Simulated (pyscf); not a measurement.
H₂O (SMILES O) + O=SiH–OH (SMILES O=[SiH]O) → HO–SiH(OH)–OH (SMILES O[SiH](O)O), an addition across a multiple bond or ene-type step (singlet surface; H–O broken, O–Si, H–O formed). PySCF, gas phase, ωB97X-D3(BJ)/def2-SVP geometries. MP2 and CC: frozen core, UHF for open shells. ΔMP2 is the change of the MP2 total energy from the triple- to the quadruple-zeta basis. Energies in kcal/mol from the separated reactants.

Small-basis levels: PySCF, no dispersion term, spherical d functions. AM1 to PM7: differences of heats of formation from MOPAC. Cost: rough CPU time at the saddle relative to B3LYP/6-31G*, from one job on a shared machine.

```csv
level,barrier,reaction energy,cost
HF/STO-3G,-14.8,-98.5,0.04
MP2/6-31G*,-16.9,-64.6,0.09
SVWN5/6-31G*,-34.9,-72.9,0.8
BP86/6-31G*,-20.1,-61.0,1
PBE/6-31G*,-22.0,-62.6,1
B3LYP/STO-3G,-29.0,-72.8,0.5
B3LYP/3-21G,-37.7,-78.7,0.5
B3LYP/6-31G*,___,-65.2,1
PBE/def2-SVP,-23.2,-64.4,1
AM1,4.6,-54.4,under 0.02
PM6,___,-54.6,under 0.02
PM7,8.7,-40.7,under 0.02
CCSD(T)/def2-TZVPP + ΔMP2(QZVPP),___,-67.3,–
```

### Question
What belongs in the gaps?

### Answer

- B3LYP/6-31G*, barrier: -18.6
- PM6, barrier: -6.5
- CCSD(T)/def2-TZVPP + ΔMP2(QZVPP), barrier: -15.3

Against the last row the barrier runs from -22.4 (B3LYP/3-21G) to +24.0 kcal/mol (PM7); HF/STO-3G happens to lie closest here (0.4 kcal/mol apart). CCSD(T)/def2-TZVPP + ΔMP2(QZVPP) has limits of its own. On the reactant side the descent ends in an adduct with a O–Si contact, 21.0 kcal/mol under the separated species and 3.0 kcal/mol under the saddle at ωB97X-D3(BJ)/def2-TZVP. At CCSD(T) the saddle lies under the separated reactants, which points to a path from their complex (located at ωB97X-D3(BJ) alone). What is counted as formed (O–Si) is already present as a longer contact in the reactant adduct; forming that adduct is a step of its own. At ωB97X-D3(BJ) the barrier from the zero used here is -18.0 kcal/mol. O=SiH–OH lies 9.8 kcal/mol over its isomer HO–Si:–OH [singlet] (electronic energy, ωB97M-D3(BJ)). This is the saddle that the search found; another between the same sides may lie lower. The CCSD(T) − MP2 part came from Ansatz, without density fitting, on the same reference.
